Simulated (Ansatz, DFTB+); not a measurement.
## Redistribution: CH4O + C3H4S → CH4S + C3H4O

Species: CH4O (methanol) `CO`, singlet; C3H4S (2-propyne-1-thiol) `C#CCS`, singlet; CH4S (methanethiol) `CS`, singlet; C3H4O (propargyl alcohol) `C#CCO`, singlet. The partners trade OH for SH; both sit on C, so the bond types are kept.

Shapes, held fixed at every level: PBE0-D4/def2-TZVP. Flexible molecules stand in one conformer, not always the lowest. Programs: Ansatz 0.2.0, DFTB+ 25.1. The zero-point and thermal change to 298 K, harmonic and unscaled (PBE0-D4/def2-TZVP), is -0.1 kJ/mol.

(1) Estimate ΔH(298 K) of this reaction.

Answers

(1) The highest level, CCSD(T)/CBS estimate, gives ΔH(298 K) = -9.4 kJ/mol; the levels span -13.4 to -5.8. The column of differences is taken from that level and isn't an error. No measured value is set beside it here. The CBS estimate extrapolates MP2 from def2-TZVPP and def2-QZVPP and adds CCSD(T) − MP2 in the triple-zeta set, cores frozen. Times are processor times on shared x86 and Arm servers, and rough.

| level | kind | ΔH(298 K) (kJ/mol) | less CCSD(T)/CBS estimate | CPU time (sum over the molecules) |
| --- | --- | --- | --- | --- |
| DFTB2 | semi-empirical | -5.8 | +3.6 | 0.22 s |
| HF/def2-SVP | Hartree–Fock | -13.2 | -3.8 | – |
| HF/def2-TZVPP | Hartree–Fock | -12.3 | -2.9 | – |
| SPW92/def2-TZVPP | LDA | -13.4 | -4.0 | 8.9 s |
| BHLYP-D4/def2-TZVPP | global hybrid | -10.0 | -0.6 | 19 s |
| r2SCAN0-D4/def2-TZVPP | global hybrid | -12.4 | -3.0 | 32 s |
| wB97M-V/def2-TZVPP | range-separated hybrid | -11.8 | -2.4 | 62 s |
| CCSD(T)/CBS estimate | coupled cluster or CI | -9.4 | 0.0 | 7.2 min |
